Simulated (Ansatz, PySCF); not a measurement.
Process, species as SMILES: N#N [molecular nitrogen] + 3 [H][H] (H2) -> 2 N (NH3)

Wanted: energy of full hydrogenation (electronic), in kcal/mol. Set-up: frozen cores in correlated levels; dispersion terms only where a functional's name holds one; non-relativistic; spin-orbit terms left out. CBS marks a two-point X^-3 extrapolation of the correlation energy; Hartree-Fock from the larger set (for Q and 5 zeta extrapolated as (X+1)exp(-9√X)). Ab initio and DFT rows: single points at B3LYP-D3(BJ) geometries (Ansatz, a first-principles code).

```csv
species,coefficient,"E at BP86/def2-SVP (PySCF), Eh","E at B3LYP/def2-TZVPD (Ansatz), Eh"
N#N,-1,-109.44137,-109.57380
[H][H] (H2),-3,-1.17203,-1.17969
N (NH3),+2,-56.50790,-56.58780
```

Coupled cluster (Ansatz) is a level with limits of its own, used here on species with T1 under 0.025 (0.045 for open shells) and stable references: CCSD(T)/CBS(cc-pVQZ,cc-pV5Z). Value to compare with, CCSD(T)/CBS(cc-pVQZ,cc-pV5Z) (Ansatz): -39.5 kcal/mol. 1 Eh = 627.5095 kcal/mol.

Problem. Work the quantity out at each level, and compare with CCSD(T)/CBS(cc-pVQZ,cc-pV5Z) (Ansatz).

Solution. 
- BP86/def2-SVP: the sum of coefficient times E is -0.05834 Eh, or -36.61 kcal/mol. Result: -36.6 kcal/mol. Its difference against CCSD(T)/CBS(cc-pVQZ,cc-pV5Z) (Ansatz) is 2.9 kcal/mol.
- B3LYP/def2-TZVPD: the sum of coefficient times E is -0.06273 Eh, or -39.36 kcal/mol. Result: -39.4 kcal/mol. Its difference against CCSD(T)/CBS(cc-pVQZ,cc-pV5Z) (Ansatz) is 0.1 kcal/mol.
